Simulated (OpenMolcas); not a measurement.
# CF2 (SMILES F[C]F) at 5 levels

Wanted: a comparison of 5 runs (HF/STO-3G, B2PLYP/STO-3G, MP2/STO-3G, ACPF/STO-3G, CISD/STO-3G) of CF2. 

Program for the calculation: OpenMolcas 26.06.

1 further run of the same task is left out (for a known fault of the program).

### Step 1. The molecule

CF2 has 3 atoms, charge 0, and is taken as a singlet. As SMILES, `F[C]F`. Geometry: relaxed at GFN2-xTB.

Bond lengths: F1–C2 1.320 Å, C2–F3 1.320 Å. Angles: F1–C2–F3 118.3°.

### Step 2. The energy at HF/STO-3G (run 1)

File coord.xyz:

```xyz
3

F      0.396940     1.032800     0.332770
C      0.326820    -0.272180     0.149730
F     -0.723760    -0.760620    -0.482500
```

File test.inp:

```
>>> EXPORT MOLCAS_PRINT=2

&GATEWAY
  BASLIB=$CurrDir
  COORD=coord.xyz
  BASIS=STO-3G
  GROUP=NoSym

&SEWARD

&SCF
  THRESHOLDS=1e-10 1e-07 1e-07 1e-05
  PRORBITALS=1 1
```

The basis set STO-3G is read from a file made from the Basis Set Exchange's data (not shown).

Command:

```console
export MOLCAS_MEM=1860
pymolcas test.inp > test.log
```

Log:

```text
--- Start Module: gateway ---
[...]
--- Stop Module: gateway /rc=_RC_ALL_IS_WELL_ ---
--- Start Module: seward ---
[...]
      Basis functions           15
--- Stop Module: seward /rc=_RC_ALL_IS_WELL_ ---
--- Start Module: scf ---
[...]
       Convergence after  11 Iterations
[...]
::    Total SCF energy                               -233.3817981991
[...]
      Total spin, S                                     0.0000000000
[...]
      Total electronic charge=   24.000000
      Total            charge=   -0.000000
[...]
      Dipole Moment (debye):
      Origin of the operator (angstrom)=   -0.0457    0.0381   -0.0210
                   X= -7.6050E-01               Y=  6.3460E-01               Z= -3.4828E-01           Total=  1.0499E+00
      Quadrupole Moment (debye*angstrom):
[...]
--- Stop Module: scf /rc=_RC_ALL_IS_WELL_ ---
[...]
```

Run time: 1.3 s. Hardware: 1 thread of Arm Neoverse V2, shared host; peak memory 0.37 GiB.

### Step 3. The energy at B2PLYP/STO-3G (run 2)

coord.xyz is that of step 2.

File test.input:

```
* CF2 Kohn-Sham DFT
&gateway
baslib = $CurrDir
coord = coord.xyz
basis = STO-3G
group = NoSym
&seward
gridinput
Grid=UltraFine
End of Grid
&scf
ksdft = B2PLYP_SCF
thresholds = 1e-10 1e-07 1e-07 1e-05
prorbitals = 1 1
&mbpt2
frozen = 3
```

The basis set STO-3G is read from a file made from the Basis Set Exchange's data (not shown).

Command:

```console
export MOLCAS_MEM=1860
pymolcas test.input > test.log
```

Log:

```text
--- Start Module: gateway ---
[...]
--- Stop Module: gateway /rc=_RC_ALL_IS_WELL_ ---
[...]
      Basis functions           15
[...]
--- Start Module: scf ---
[...]
       Convergence after  12 Iterations
[...]
::    Total KS-DFT energy                            -234.0113332957
[...]
      Total spin, S                                     0.0000000000
[...]
      Total electronic charge=   24.000000
      Total            charge=   -0.000000
[...]
      Dipole Moment (debye):
      Origin of the operator (angstrom)=   -0.0457    0.0381   -0.0210
                   X= -9.3509E-01               Y=  7.8002E-01               Z= -4.2827E-01           Total=  1.2908E+00
      Quadrupole Moment (debye*angstrom):
[...]
--- Stop Module: scf /rc=_RC_ALL_IS_WELL_ ---
[...]
--- Start Module: mbpt2 ---
[...]
 ###    WARNING: MP2 implementation intended for RHF references only         ###
 ###############################################################################
MBPT2 WARNING: Reference function according to RunFile:KS-DFT
I'll assume you know what you're doing and continue
WARNING!
Default frozen orbitals as non valence orbitals is overwritten by user input.
Default values:   3
[...]
       Reference weight ( Cref**2 )         =        0.91305
::    Total MBPT2 energy                             -234.1563899799
[...]
      Total MBPT2 calculations                           0.03      0.04
--- Stop Module: mbpt2 /rc=_RC_ALL_IS_WELL_ ---
[...]
```

Wall time 2.7 s (1 thread of Arm Neoverse V2, shared host); peak memory 0.37 GiB.

### Step 4. The energy at MP2/STO-3G (run 3)

coord.xyz is that of step 3.

File test.input:

```
* CF2 MP2

&GATEWAY
  BASLIB=$CurrDir
  COORD=coord.xyz
  BASIS=STO-3G
  GROUP=NoSym

&SEWARD

&SCF
  THRESHOLDS=1e-10 1e-07 1e-07 1e-05
  PRORBITALS=1 1

&MBPT2
  FROZEN=3
```

The basis set STO-3G is read from a file made from the Basis Set Exchange's data (not shown).

Command:

```console
export MOLCAS_MEM=1860
pymolcas test.input > test.log
```

Log:

```text
--- Start Module: gateway ---
[...]
--- Stop Module: gateway /rc=_RC_ALL_IS_WELL_ ---
[...]
      Basis functions           15
[...]
--- Start Module: scf ---
[...]
       Convergence after  11 Iterations
[...]
::    Total SCF energy                               -233.3817981991
[...]
      Total spin, S                                     0.0000000000
[...]
      Total electronic charge=   24.000000
      Total            charge=   -0.000000
[...]
      Dipole Moment (debye):
      Origin of the operator (angstrom)=   -0.0457    0.0381   -0.0210
                   X= -7.6050E-01               Y=  6.3460E-01               Z= -3.4828E-01           Total=  1.0499E+00
      Quadrupole Moment (debye*angstrom):
[...]
--- Stop Module: scf /rc=_RC_ALL_IS_WELL_ ---
--- Start Module: mbpt2 ---
[...]
WARNING!
Default frozen orbitals as non valence orbitals is overwritten by user input.
Default values:   3
[...]
       Reference weight ( Cref**2 )         =        0.95917
::    Total MBPT2 energy                             -233.4736906547
[...]
      Total MBPT2 calculations                           0.03      0.03
--- Stop Module: mbpt2 /rc=_RC_ALL_IS_WELL_ ---
[...]
```

Wall time 1.4 s (1 thread of Arm Neoverse V2, shared host); peak memory 0.37 GiB.

Run 4 isn't shown in full; the table further down has it.

### Step 5. A single-point energy at CISD/STO-3G (run 5)

coord.xyz is that of step 4.

test.inp, as its differences from that of step 2:

```diff
@@ -13 +13,14 @@
   PRORBITALS=1 1
+
+&MOTRA
+  FROZEN=3
+
+&GUGA
+  ELECTRONS=18
+  SPIN=1
+  INACTIVE=9
+  ACTIVE=0
+  CIALL=1
+
+&CPF
+  SDCI
```

The basis set STO-3G is read from a file made from the Basis Set Exchange's data (not shown).

Command:

```console
export MOLCAS_MEM=1860
pymolcas test.inp > test.log
```

Log:

```text
--- Start Module: gateway ---
[...]
--- Stop Module: gateway /rc=_RC_ALL_IS_WELL_ ---
[...]
      Basis functions           15
[...]
       Convergence after  11 Iterations
[...]
::    Total SCF energy                               -233.3817981991
[...]
      Total spin, S                                     0.0000000000
[...]
      *** WARNING: Default frozen orbitals is overwritten by user input.
      *** Default values:   3
[...]
--- Start Module: guga ---
[...]
--- Stop Module: guga /rc=_RC_ALL_IS_WELL_ ---
--- Start Module: cpf ---
[...]
      Active orbitals                            0       0
[...]
      Spin quantum number                      0.0
[...]
     FINAL CI ENERGY          -233.49125655
     FINAL CORRELATION ENERGY   -0.10945835  REFERENCE ENERGY    -233.38179820
[...]
     REL. CI ENERGY           -233.49125655
[...]
      Total electronic charge=   24.000000
      Total            charge=    0.000000
[...]
      Dipole Moment (debye):
      Origin of the operator (angstrom)=   -0.0457    0.0381   -0.0210
                   X= -9.8402E-01               Y=  8.2070E-01               Z= -4.5069E-01           Total=  1.3583E+00
      Quadrupole Moment (debye*angstrom):
[...]
--- Stop Module: cpf /rc=_RC_ALL_IS_WELL_ ---
[...]
```

It took 1.4 s on 1 thread of Arm Neoverse V2, shared host; peak memory 0.37 GiB.

### Step 6. Overview of the runs

| run | level | frozen core orbitals | integration grid | energy (Eh) | dipole moment (D) of the reference | HOMO energy (eV) | LUMO energy (eV) | wall time |
| --- | --- | --- | --- | --- | --- | --- | --- | --- |
| 1 | HF/STO-3G | – | – | -233.381798 | 1.05 | -8.23 | 6.73 | 1.3 s |
| 2 | B2PLYP/STO-3G | 3 | UltraFine | -234.050499 | 1.29 | -5.17 | 3.67 | 2.7 s |
| 3 | MP2/STO-3G | 3 | – | -233.473691 | 1.05 | -8.23 | 6.73 | 1.4 s |
| 4 | ACPF/STO-3G | 3 | – | -233.500108 | 1.05 | -8.23 | 6.73 | 1.4 s |
| 5 | CISD/STO-3G | 3 | – | -233.491257 | 1.05 | -8.23 | 6.73 | 1.4 s |

### Step 7. What came out

| quantity | value |
| --- | --- |
| run 5: total energy | -233.49126 Eh |
| run 5: dipole moment (mean-field density) | 1.05 D |
| run 5: HOMO energy (Hartree–Fock orbitals) | -8.23 eV |
| run 5: LUMO energy (Hartree–Fock orbitals) | 6.73 eV |
| run 5: HOMO–LUMO gap (Hartree–Fock orbitals) | 14.96 eV |
| run 5: correlation energy (3 core orbitals frozen) | -109.5 mEh |

What this shows: Below the HF energy at the same shape and in the same basis (STO-3G): MP2 -91.9 mEh; ACPF -118.3 mEh; CISD -109.5 mEh. For B2PLYP the log adds the whole second-order term; the table takes 0.27 of it, as the functional is defined. In runs 1, 2, 3, 4, 5 the basis is minimal, so the values are rough. All runs together took 8.2 s, the longest 2.7 s.
